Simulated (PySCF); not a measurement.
**SiB: a composite coupled-cluster calculation**

State: ⁴Σ⁻, quartet, unpaired electrons σ ↑, π ↑↑. De refers to Si + B. ROHF-based CCSD(T) in PySCF 2.14 with Si cc-pV(T+d)Z, B cc-pVTZ and Si cc-pV(Q+d)Z, B cc-pVQZ (frozen core orbitals: 6; no relativity). Correlation energies are extrapolated as n⁻³ (n = 3, 4), Hartree–Fock as (n+1)·exp(−9√n). CV is the change on freezing 1 orbitals instead, in Si cc-pwCVTZ, B cc-pwCVTZ. SR is the spin-free X2C energy in Si cc-pVTZ-DK, B cc-pVTZ-DK less the non-relativistic one in Si cc-pVTZ, B cc-pVTZ.

| Level | Re (Å) | ωe (cm⁻¹) | ωexe (cm⁻¹) | αe (cm⁻¹) | De (eV) |
| --- | --- | --- | --- | --- | --- |
| CCSD(T)/TZ | 1.9235 | 735.7 | 5.23 | 0.00562 | 3.133 |
| CCSD(T)/QZ | 1.9161 | 744.3 | 5.35 | 0.00567 | 3.215 |
| HF/CBS | 1.8617 | 879 | n/a | n/a | 2.581 |
| MP2/CBS | 1.9014 | 756 | n/a | n/a | 3.355 |
| CCSD/CBS | 1.8980 | 777.6 | 6.23 | 0.00570 | 3.084 |
| CCSD(T)/CBS | 1.9124 | 749.6 | 5.39 | 0.00566 | 3.268 |
| CCSD(T)/CBS+CV | 1.9059 | 754.8 | 5.38 | 0.00567 | 3.295 |
| CCSD(T)/CBS+CV+SR | 1.9058 | 753.9 | 5.36 | 0.00567 | 3.290 |

Problem. How much is left between CCSD(T)/QZ and the basis-set limit, and how much do the triples give at the limit?

Solution. CCSD(T)/CBS less CCSD(T)/QZ: -3.7 mÅ in Re, +5.3 cm⁻¹ in ωe and +0.053 eV in De. CCSD(T)/CBS less CCSD/CBS: +14.4 mÅ in Re, -28.0 cm⁻¹ in ωe and +0.184 eV in De.

Problem. What do the later terms add?

Solution. CV: -6.5 mÅ in Re, +5.2 cm⁻¹ in ωe and +0.027 eV in De; SR: -0.1 mÅ in Re, -0.9 cm⁻¹ in ωe and -0.005 eV in De, each against the row above.

The T1 diagnostic is 0.043, large enough to doubt a single reference. The state was picked by a PBE0 search and need not be the measured ground state. Spin–orbit coupling, excitations beyond (T) and corrections to the Born–Oppenheimer picture are left out.
